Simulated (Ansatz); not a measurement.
Born–Oppenheimer molecular dynamics of CH₆BN (9 atoms, charge 0, multiplicity 1). It goes on from the last frame of an earlier run, with new velocities.

Method: Ansatz 0.2.0, RKS PBE/6-31G.

```
ensemble        : NVT, Nosé–Hoover chain
time step       : 3 fs
steps asked     : 40
set temperature : 300 K
thermostat      : time constant 20 fs, chain length 3
seed            : 737471
```

First frame:

```xyz
9
Properties=species:S:1:pos:R:3
B -0.047 0.213 0.086
N 0.011 -0.159 1.415
H -0.723 -0.551 1.929
H 0.841 -0.122 1.989
H 1.057 0.506 -0.391
C -1.373 0.003 -0.724
H -2.110 -0.579 -0.129
H -1.868 1.006 -1.012
H -1.166 -0.503 -1.698
```

Q: What does the run give?

A: All steps were run.

* steps done: 40
* time covered: 120 fs
* mean temperature over the second half: 1609 K
* spread of the potential energy over the second half: 131.1 meV per atom
* mean potential energy of the second half above the start: 1720.4 meV per atom

The conserved energy changed by up to 110000 meV per atom, so the integration failed: the time step of 3 fs is too long for the fastest motions that this run met, and the later frames carry no physical meaning.

Q: What happens to the structure?

A: Parted: B1–C6 1.57 → 2.01 Å, N2–H3 0.98 → 5.72 Å, N2–H4 1.01 → 12.73 Å, C6–H8 1.15 → 2.42 Å. Joined: N2–C6 2.55 → 1.41 Å. It ends as CH3BN + H + H + H. Pairs count as bonded within 1.25 times the sum of covalent radii (0.12 Å more for H–H). The details hang on the random start.

Q: How do temperature and energy run in time?

A: 
```csv
time (fs),T (K),potential energy less start (eV),conserved less start (meV/atom)
0,300,0.000,0.00
9,318,0.396,44.58
18,1607,2.772,445.38
27,2541,7.161,1238.70
36,3613,6.913,2472.68
45,2599,13.197,97518.00
54,762,13.304,97788.27
63,11808,17.248,101033.02
72,501,16.193,107325.47
81,133,15.864,107325.08
90,94,15.649,107324.21
99,122,15.475,107324.09
108,200,15.228,107324.25
117,431,14.734,107324.95
```

Run time: 100 s on 1 thread of Arm Neoverse N1 (shared host), peak memory 0.083 GiB.
